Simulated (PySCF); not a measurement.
## Orbital picture of MgCl

r²SCANh at R = 2.233 Å; basis Mg def2-SVP, Cl def2-SVP; no relativity; PySCF 2.14. State: ²Σ⁺ (doublet), unpaired electrons σ ↑. Only the outer orbitals are listed, counted within each symmetry.

```csv
spin,orbital,occ.,ε (eV),on Mg (%),main shells (%)
α,2π,1,-51.54,100,100 Mg p
α,2π,1,-51.54,100,100 Mg p
α,6σ,1,-51.46,100,100 Mg p
α,7σ,1,-20.42,3,96 Cl s
α,8σ,1,-8.96,18,"80 Cl p, 16 Mg s"
α,3π,1,-7.69,8,92 Cl p
α,3π,1,-7.69,8,92 Cl p
α,9σ,1,-5.44,91,"70 Mg s, 21 Mg p, 9 Cl p"
α,4π,0,-1.39,97,92 Mg p
α,4π,0,-1.39,97,92 Mg p
α,10σ,0,0.53,99,"63 Mg p, 24 Mg d, 11 Mg s"
β,2π,1,-51.45,100,100 Mg p
β,2π,1,-51.45,100,100 Mg p
β,6σ,1,-51.34,100,100 Mg p
β,7σ,1,-20.31,4,96 Cl s
β,8σ,1,-8.74,15,"83 Cl p, 12 Mg s"
β,3π,1,-7.65,8,92 Cl p
β,3π,1,-7.65,8,92 Cl p
β,9σ,0,-3.10,94,"78 Mg s, 16 Mg p"
β,4π,0,-0.37,97,94 Mg p
β,4π,0,-0.37,97,94 Mg p
```

Question: Which are the highest filled and the lowest empty level, where do they sit, and how wide is the gap?

Answer: Highest filled α 9σ at -5.44 eV (in %: 70 Mg s, 21 Mg p, 9 Cl p); lowest empty β 9σ at -3.10 eV (in %: 78 Mg s, 16 Mg p); the gap at r²SCANh is 2.34 eV.

The bond order (Mayer) is 1.09. The ⟨S²⟩ is 0.751. The charge on Mg (Mulliken, basis-dependent) is 0.39. The charge on Mg (Löwdin, basis-dependent) is -0.03 and the dipole moment (positive dipole means Mg(−)Cl(+)) is -3.33 D.

The state is the lowest determinant that a PBE0 search found; another state may lie lower at other levels.
